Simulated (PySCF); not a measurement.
Stretching HCl

Set-up: PySCF, spin-free X2C with a Gaussian nucleus, basis sets H x2c-TZVPPall, Cl x2c-TZVPPall. Energies in eV from H + Cl in their ground configurations at the same level. State: ¹Σ⁺ (singlet), closed shell.

Curves on a restricted Hartree–Fock reference rise too fast on stretching and do not dissociate correctly.

| R (Å) | PBE | RHF-MP2 | r²SCANh |
| --- | --- | --- | --- |
| 1.100 | -3.819 | -3.868 | -3.850 |
| 1.151 | -4.224 | -4.246 | -4.237 |
| 1.202 | -4.463 | -4.457 | -4.458 |
| 1.241 | -4.557 | -4.529 | -4.538 |
| 1.279 | -4.593 | -4.543 | -4.559 |
| 1.317 | -4.582 | -4.509 | -4.534 |
| 1.369 | -4.510 | -4.406 | -4.442 |
| 1.433 | -4.351 | -4.207 | -4.258 |
| 1.509 | -4.092 | -3.900 | -3.969 |
| 1.611 | -3.679 | -3.426 | -3.517 |

Problem. Put a parabola through the three lowest points of the PBE curve and estimate Re, k and ωe (reduced mass 0.9796 u; 1 eV/Å² = 0.16022 mdyn/Å; ωe = 1302.8·√(k/μ) cm⁻¹).

Solution. Through R = 1.241, 1.279, 1.317 Å the second-order coefficient is 16.3 eV/Å², so Re ≈ 1.289 Å, k ≈ 5.21 mdyn/Å and ωe ≈ 3006 cm⁻¹. A polynomial fit of higher order to the unrounded PBE energies gives Re = 1.288 Å, k = 4.84 mdyn/Å, ωe = 2895 cm⁻¹; anharmonicity and rounding make the difference.

The higher-order fit for each curve: PBE: Re = 1.288 Å, ωe = 2895 cm⁻¹, De = 4.59 eV; RHF-MP2: Re = 1.270 Å, ωe = 3065 cm⁻¹, De = 4.54 eV; r²SCANh: Re = 1.276 Å, ωe = 2999 cm⁻¹, De = 4.56 eV.

Correlated steps freeze 5 core orbitals. Where the molecule has an RHF reference, its open-shell atoms are computed with UHF.
